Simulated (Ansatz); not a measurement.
# The standard entropy of C2H3F3 (1,1,1-trifluoroethane) from a frequency calculation

A singlet with charge 0, relaxed at PBE/def2-SVP (Ansatz 0.2.0):

```xyz
8

C    -0.6168   -0.1418    0.4726
C     0.5654    0.1115   -0.4296
F     1.7105   -0.3874    0.0976
F     0.3968   -0.4644   -1.6454
F     0.7602    1.4374   -0.6352
H    -0.4462    0.3406    1.4526
H    -0.7464   -1.2300    0.6183
H    -1.5311    0.2770    0.0133
```

Harmonic wavenumbers in cm⁻¹: 233, 353, 353, 526, 526, 588, 821, 935, 935, 1212, 1212, 1248, 1371, 1405, 1405, 3010, 3117, 3117.

Masses in u: C 12.011, F 18.998, H 1.008. Take T = 298.15 K, p = 1 bar, R = 8.3145 J/(mol K), kT/hc = 207.22 cm⁻¹, rigid rotor and harmonic oscillator.

Task: Compute the standard molar entropy.

Result: 
1. Translation (Sackur–Tetrode): S = R[3/2 ln M + 5/2 ln T − 1.1517] with M = 84.04 gives 164.1 J/(mol K).
2. Rotation: principal moments 93.894, 98.865, 98.871 u Å² give A, B, C = 0.1795, 0.1705, 0.1705 cm⁻¹; the symmetry number is σ = 3; q = (√π/σ)√((kT/hc)³/ABC) = 24397; S = R(ln q + 3/2) = 96.5.
3. Vibration: with u = ν̃/207.22, each mode gives R[u/(eᵘ − 1) − ln(1 − e⁻ᵘ)]; the sum is 26.9, most from 233 cm⁻¹ (7.8), 353 cm⁻¹ (4.8), 353 cm⁻¹ (4.8).
4. Electronic: R ln 1 = 0.0, from the spin multiplicity alone.
5. Sum: 164.1 + 96.5 + 26.9 + 0.0 = 287.5 J/(mol K).

No measured value is set beside it here. Where a soft mode is a torsion, a harmonic oscillator describes it poorly.
